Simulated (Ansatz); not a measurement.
**Multireference treatment of CH2O, singlet**

Computed with Ansatz's Gaussian-basis code (development build). Basis aug-cc-pVTZ, nonrelativistic, 2 orbitals frozen in the corrections. State-specific CASSCF; RHF is the lowest restricted (open-shell) Hartree–Fock solution met. Solutions may break the symmetry of the shape. No proof that the lowest CASSCF solution was found.

Geometry:

```xyz
4

C     0.0000    0.0000    0.0000
O     0.0000    0.0000    1.2050
H     0.0000    0.9429   -0.5876
H     0.0000   -0.9429   -0.5876
```

Problem. What do CASSCF and its corrections give against RHF in CAS(4,3), and what are the occupations?

Solution. CASSCF -1.005 eV, SC-NEVPT2 -10.859 eV; occupations 2.00, 1.92, 0.08.

Problem. Roughly how much CPU time does a whole run from the default start take (median of such runs, summed over threads; nearly all runs on one pinned thread of a shared server, mostly Xeon at 2.3 to 2.6 GHz, by a development driver)?

Solution. CAS(4,3): about 36 s. Other jobs ran beside these, and the count of passes differs.
